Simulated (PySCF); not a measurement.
**Polarisability as a sum over states**

Compound: N-methylhydroxylamine, CH5NO.
SMILES: `N(C)O`

The calculation used TDDFT CAM-B3LYP/def2-SVPD, vertical, gas phase, core orbitals frozen in the response in PySCF 2.14.0, density-fitted response routines. One conformer (not necessarily the lowest) at the GFN2-xTB geometry, without solvent, vibrations or thermal averaging. Torsions of this conformer, `[CH3:1][NH:2][OH:3]`: H–O3–N2–C1 -102°.

Computed singlets:

```json
{"state": "S1", "E (eV)": "6.21", "f": "0.0008"}
{"state": "S2", "E (eV)": "6.77", "f": "0.0055"}
{"state": "S3", "E (eV)": "7.56", "f": "0.019"}
{"state": "S4", "E (eV)": "7.77", "f": "0.027"}
{"state": "S5", "E (eV)": "7.93", "f": "0.034"}
{"state": "S6", "E (eV)": "8.61", "f": "0.023"}
{"state": "S7", "E (eV)": "8.72", "f": "0.045"}
{"state": "S8", "E (eV)": "9.25", "f": "0.010"}
```

Q: Build the mean polarisability up from these states and compare it with the full response value.

A: Each state adds f / ΔE² (ΔE in hartree, 27.2114 eV).

```json
{"state": "S1", "f/ΔE² (au)": "0.02", "running sum (au)": "0.02", "running share of α (%)": "0.1"}
{"state": "S2", "f/ΔE² (au)": "0.09", "running sum (au)": "0.11", "running share of α (%)": "0.4"}
{"state": "S3", "f/ΔE² (au)": "0.24", "running sum (au)": "0.35", "running share of α (%)": "1.2"}
{"state": "S4", "f/ΔE² (au)": "0.34", "running sum (au)": "0.69", "running share of α (%)": "2.3"}
{"state": "S5", "f/ΔE² (au)": "0.40", "running sum (au)": "1.09", "running share of α (%)": "3.6"}
{"state": "S6", "f/ΔE² (au)": "0.23", "running sum (au)": "1.32", "running share of α (%)": "4.4"}
{"state": "S7", "f/ΔE² (au)": "0.44", "running sum (au)": "1.76", "running share of α (%)": "5.8"}
{"state": "S8", "f/ΔE² (au)": "0.09", "running sum (au)": "1.84", "running share of α (%)": "6.1"}
```

The full response gives 30.04 au (4.45 Å³), so 28.2 au comes from the higher roots of the same equations.

Q: By how much does the contribution of these states grow at 532 nm?

A: With ω = 0.0856 hartree each state's term in the mean polarisability goes from f / ΔE² to f / (ΔE² − ω²); the sum over all 8 states goes from 1.84 to 2.01 au, a rise of 0.17 au.

The largest single term belongs to S7, which also has the largest f.

A one-level model with all 20 active electrons at a single energy would need ΔE = √(N/α) = 22.2 eV to give this α, against S1 at 6.21 eV.

Hardware: Arm Neoverse V1, one thread (shared host). Cost: 5.3 s wall.
